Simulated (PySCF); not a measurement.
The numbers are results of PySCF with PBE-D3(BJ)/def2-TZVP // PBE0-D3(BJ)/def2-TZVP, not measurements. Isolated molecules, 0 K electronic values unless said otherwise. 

Reference species (SMILES): `[SiH4]` (neutral, multiplicity 1).

```json
{
 "HOMO–LUMO gap": "8.74 eV",
 "HOMO": "-8.51 eV"
}
```

Changed species: `C`.

Question: Give the shifts of the HOMO–LUMO gap and HOMO.

Answer: the HOMO–LUMO gap goes up by 1.62 eV, to 10.36 eV; the HOMO drops by 0.93 eV, to -9.44 eV.
